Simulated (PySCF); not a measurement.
These are r2SCAN-D4/def2-TZVP run with PySCF 2.14.0 values and carry that method's errors. Gas-phase values, no solvent. Delta-SCF ions had no search for a lower state. Excitations are Tamm–Dancoff values on a coarser integration grid. The basis has no diffuse functions, so Rydberg states are missing or too high.

Reference species (SMILES): `CC#C` (neutral, multiplicity 1).

The HOMO–LUMO gap is 7.29 eV, the S1 excitation (TDA) comes out as 7.14 eV and the vertical ionisation energy (Delta-SCF) comes out as 10.14 eV.

Changed species: `C=C=C`.

Give the shifts of the HOMO–LUMO gap, S1 excitation (TDA) and vertical ionisation energy (Delta-SCF).

the HOMO–LUMO gap decreases by 0.98 eV, to 6.31 eV; the S1 excitation (TDA) falls by 0.89 eV, to 6.25 eV; the vertical ionisation energy (Delta-SCF) falls by 0.16 eV, to 9.98 eV.
